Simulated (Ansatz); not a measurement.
Species: C₃H₄ (charge 0, singlet). 
Structure (B3LYP-D3(BJ)/def2-TZVP (Ansatz, a first-principles code) minimum search):
SMILES: C#CC
```xyz
7

C     -0.0011    -0.0004     0.2181
C     -0.0068    -0.0029     1.4176
C      0.0060     0.0025    -1.2360
H     -0.0119    -0.0051     2.4795
H      0.0152     1.0232    -1.6237
H      0.8874    -0.5130    -1.6226
H     -0.8790    -0.5002    -1.6311
```

Parts of the frozen-core correlation energy in 6-31G* (Ansatz, hartree). Frozen orbitals: 3; correlated occupied orbitals by spin: 8 and 8; virtual: 42 and 42. Spin-orbit coupling is left out. No relativistic terms.

```
term                            value
-------------------------  ----------
reference (HF)             -115.86369
MP2 opposite-spin            -0.28569
MP2 same-spin                -0.09159
CCSD correlation             -0.40424
(T)                          -0.01517
T1 diagnostic                   0.012
largest doubles amplitude       0.082
```
